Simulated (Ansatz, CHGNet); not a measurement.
Lattice parameter a (Å) of solids drawn from the class of oxides, at two levels: the machine-learned potential CHGNet 0.3.0 (trained on PBE and PBE+U data), and r²SCAN in Ansatz (PAW).

| solid | CHGNet 0.3.0 | r²SCAN |
|---|---|---|
| rock-salt CaO | 4.851 | 4.795 |
| rock-salt SrO | 5.205 | 5.160 |
| rock-salt MgO | 4.257 | 4.204 |
| cubic perovskite BaHfO₃ | 4.208 | ? |
| cubic perovskite KTaO₃ | 4.028 | 3.990 |
| cubic perovskite BaZrO₃ | 4.255 | 4.205 |

Estimate the withheld r²SCAN value from the other rows.

One way: carry over the typical ratio. The ratios r²SCAN / CHGNet 0.3.0 of the other rows, in order: 0.9875, 0.9882, 0.9885, 0.9906, 0.9914; median 0.9885. Cubic perovskite BaHfO₃: 4.208 × 0.9885 = 4.160 Å; the run gives 4.177 Å. The ratios spread from 0.9875 to 0.9914, so such an estimate is rough. Cubic perovskite BaHfO₃ lies outside that spread.

Over all 6 rows r²SCAN is the larger in 0.

Ansatz's runs of these crystals have no spin polarisation.

Spin–orbit coupling is left out, also for the solids with elements from indium on (cubic perovskite BaHfO3, cubic perovskite KTaO3, cubic perovskite BaZrO3); its size isn't shown.

Ansatz's density-functional and Hartree–Fock values are scalar-relativistic unless marked +SOC, with PAW data made under PBE.

Ansatz is a program for electronic structure.
